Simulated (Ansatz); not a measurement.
Results of r²SCAN (Ansatz, a quantum-chemistry and plane-wave program, PAW) for chalcopyrite CdSnAs2.

Run with plane-wave cutoff 560 eV, 8×8×8 k mesh, Fermi–Dirac smearing 0.01 eV, scalar-relativistic PAW data made under PBE.

A third-order Birch–Murnaghan fit to the energies gives V0 = 28.368 Å³/atom, B0 = 55.1 GPa, B′ = 4.5.

```csv
V (Å³/atom),P (GPa)
27.232,[?]
27.800,[?]
28.367,0.002
28.934,[?]
29.502,[?]
```

### Question
Estimate the withheld pressures from this fit; the answers are the runs' own values.

### Answer

- 27.232, P (GPa): 2.472
- 27.800, P (GPa): 1.166
- 28.934, P (GPa): -1.043
- 29.502, P (GPa): -1.976

The formula P = (3/2) B0 (x^(7/3) − x^(5/3)) [1 + (3/4)(B′ − 4)(x^(2/3) − 1)] with x = V0/V meets the computed pressures within 0.01 GPa when these rounded values are put in.

Shape and atoms are relaxed at each volume.

Note: the gap of the solid is closed in this run; the relaxation could not lower the start's symmetry, so the cell can be a saddle point above a distorted one; this level leaves the solid without a gap, although one is measured; the bulk modulus comes from volumes at which shape and atoms were relaxed.

Spin–orbit coupling is not included; it can open a gap where bands touch, and shift volumes and moduli.

Static lattice: no zero-point or thermal effects.
